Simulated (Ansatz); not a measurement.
Relaxing YC₃

The calculation used DFT PBE, scalar-relativistic, plane waves, PAW in Ansatz. Cutoff 420 eV, Γ-centred k mesh, Gaussian smearing, no spin polarisation in the final step.

The start puts YC₃ on the Ni3Sn (D0_19) structure type (P6_3/mmc, No. 194), with Y in place of Sn, C in place of Ni, at a guessed volume.

```yaml
crystal:
  lattice:
    - [5.24440, 0.00000, 0.00000]
    - [-2.62220, 4.54178, 0.00000]
    - [0.00000, 0.00000, 4.20944]
  atoms:
    - { symbol: Y, position: [0.33333, 0.66667, 0.25000] }
    - { symbol: Y, position: [0.66667, 0.33333, 0.75000] }
    - { symbol: C, position: [0.83300, 0.66600, 0.25000] }
    - { symbol: C, position: [0.16700, 0.83300, 0.75000] }
    - { symbol: C, position: [0.33400, 0.16700, 0.25000] }
    - { symbol: C, position: [0.16700, 0.33400, 0.75000] }
    - { symbol: C, position: [0.83300, 0.16700, 0.25000] }
    - { symbol: C, position: [0.66600, 0.83300, 0.75000] }
```

Steps on the 6×6×4 mesh (8 atoms). 12 of 16 steps are shown, and the free energy counts from the last. Trial steps that were taken back and renewals of the plane-wave basis can be among the rows.

```
step  ΔF (meV/atom) V (Å³/atom) P (GPa) largest force component (eV/Å)
   1         1611.9        12.53   -12.07                           1.031
   2         1292.4        10.92    -3.62                           3.259
   4          363.6        11.20   -13.82                           3.739
   5          320.5        10.48    28.99                           5.921
   6          123.3        11.12    -0.75                           1.435
   8           56.1        12.11     4.02                           0.011
   9           41.8        12.57     5.64                           1.814
  11           25.7        12.92    -0.05                           0.001
  12            4.8        12.92     1.19                           0.025
  13            1.3        13.19     0.23                           0.070
  15            1.0        13.34    -0.02                           0.004
  16            0.0        13.34     0.00                           0.005
```

A final relaxation ran on a 12×12×8 mesh. The relaxed crystal, P6_3/mmc (No. 194):

```
Y C
1.0
     4.80080    0.00000    0.00000
    -2.40040    4.15761    0.00000
     0.00000    0.00000    5.31819
Y C
2 6
Cartesian
  0.0000 2.7717 1.3295
  2.4004 1.3859 3.9886
  2.4004 3.3314 1.3295
  -1.6849 3.7445 3.9886
  0.7155 0.4131 1.3295
  0.0000 0.8262 3.9886
  4.0853 0.4131 1.3295
  1.6849 3.7445 3.9886
```

```json
{"Volume per atom": "13.27 Å³", "Density": "3.91 g/cm³", "Energy over the elements": "0.70 eV/atom", "Gap on the 12×12×8 mesh": "0 eV (a metal)"}
```

Energies over the elements count from the elements' standard structures at the same level, with no empirical corrections.

The final run used a 12×12×8 mesh on its 8-atom cell and 0.10 eV smearing. For metals, differences of a few meV/atom aren't resolved.

A structure relaxed within its symmetry needn't be a true minimum.

Cost: 3 runs of about 2.8 core-minutes in all, on Arm Neoverse V1 (shared hosts).